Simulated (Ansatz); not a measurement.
Rock-salt HfC, treated with PBEsol in Ansatz (PAW).

Settings: plane-wave cutoff 520 eV, 24×24×24 k mesh, Fermi–Dirac smearing 0.065 eV (set by the program), scalar-relativistic PAW data made under PBE.

The cell has the measured lattice: a = b = c = 4.640 Å, α = β = γ = 90.00°.

**Question.** What does this level give for the Poisson ratio, Voigt–Reuss–Hill bulk modulus and Voigt–Reuss–Hill shear modulus (Hill average)?

**Answer.** 
- Poisson ratio: 0.187
- Voigt–Reuss–Hill bulk modulus: 228 GPa
- Voigt–Reuss–Hill shear modulus (Hill average): 180 GPa

Note: the cell isn't this level's own, so it is under some stress, which shifts stiffness and frequencies.

Elastic constants are with the ions relaxed.

Spin–orbit coupling is not included.

Static lattice: no zero-point or thermal effects.

Ansatz is a first-principles code.
